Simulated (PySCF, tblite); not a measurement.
# Complex of boron trifluoride and ammonia

A gas-phase complex of boron trifluoride and ammonia; neutral, singlet. The structure comes from a short search (6 tight-binding starts) and was relaxed by PBE0-D3(BJ)/def2-SVPD; another way of binding may lie lower. Frequencies by PBE0-D3(BJ)/def2-SVPD show no clear imaginary mode.

Parts: 1 = boron trifluoride (FB(F)F), atoms 1–4; 2 = ammonia (N), atoms 5–8.

Coordinates in Å:
```
F1      1.180    0.785    0.867
B2      0.004    0.745    0.157
F3      0.156    0.380   -1.159
F4     -1.016    0.089    0.804
N5     -0.495    2.319    0.096
H6      0.181    2.882   -0.417
H7     -0.586    2.691    1.040
H8     -1.399    2.382   -0.370
```

| contact | kind (by geometry) | distance (Å) | angle (°) |
| --- | --- | --- | --- |
| B2···N5 | bond | 1.651 | - |

The parts are joined by the bond B2–N5, so these are energies of forming such bonds; deforming the relaxed parts to their shape in the adduct costs 24.1 kcal/mol, which the interaction energies leave out.

Interaction energies are complex less parts, with the parts frozen as they stand in it; counterpoise-corrected, in kcal/mol (PySCF). The CCSD(T) estimate is Hartree-Fock/aug-cc-pVQZ, plus the MP2 correlation part extrapolated as X⁻³ from aug-cc-pVTZ and aug-cc-pVQZ, plus CCSD(T) less MP2 in aug-cc-pVDZ; noble-gas cores are frozen. It isn't the exact limit.

```json
{"level": "Hartree-Fock/aug-cc-pVQZ", "interaction": "-47.33", "superposition error removed": "-"}
{"level": "wB97M-D3(BJ)/def2-TZVPD", "interaction": "-45.70", "superposition error removed": "-0.44"}
{"level": "PBE0-D3(BJ)/def2-TZVPD", "interaction": "-48.68", "superposition error removed": "-0.44"}
{"level": "MP2/aug-cc-pVQZ", "interaction": "-47.13", "superposition error removed": "-1.02"}
```

What does CCSD(T) at its estimated basis limit give, and which of these levels comes nearest?

-47.75 kcal/mol. Hartree-Fock/aug-cc-pVQZ is nearest, off by +0.42; the errors are Hartree-Fock/aug-cc-pVQZ +0.42, wB97M-D3(BJ)/def2-TZVPD +2.06, PBE0-D3(BJ)/def2-TZVPD -0.92, MP2/aug-cc-pVQZ +0.62.

What holds them together? Decompose the wB97M-D3(BJ)/def2-TZVPD energy: frozen parts, their antisymmetrised product, then relaxation.

electrostatic -101.7, Pauli repulsion +138.1, orbital relaxation -80.5, dispersion correction -2.0 kcal/mol, which sum to the value before the counterpoise correction; the Pauli term holds the exchange-correlation of the frozen density too. Of the attraction, 55 % is electrostatic, 44 % is orbital relaxation, 1 % is dispersion correction.

The parts were also relaxed and run alone, at the levels used for the complex: shieldings by PBE0/pcSseg-2; core levels by delta-SCF with SCAN, pcX-2 on the ionised atom and pcseg-1 elsewhere, spin-free X2C.

Values alone: shielding of B2 (ppm): 88.9; shielding of N5 (ppm): 262.5; F1 1s core level (eV): 694.72; B2 1s core level (eV): 202.41; N5 1s core level (eV): 405.54.

How do these values change when the complex forms?


```tsv
property	alone	in the complex	change
shielding of B2 (ppm)	88.9	100.6	+11.7
shielding of N5 (ppm)	262.5	212.9	-49.6
F1 1s core level (eV)	694.72	692.10	-2.61
B2 1s core level (eV)	202.41	199.75	-2.65
N5 1s core level (eV)	405.54	408.86	+3.32
```

What are the binding energy from relaxed parts (wB97M-D3(BJ)/def2-TZVPD), and ΔH and ΔG of association at 298.15 K and 1 atm?

-21.55 kcal/mol, -17.97 with zero-point energy; ΔH -19.1 and ΔG -8.6 kcal/mol, from harmonic vibrations by PBE0-D3(BJ)/def2-SVPD with low modes damped.
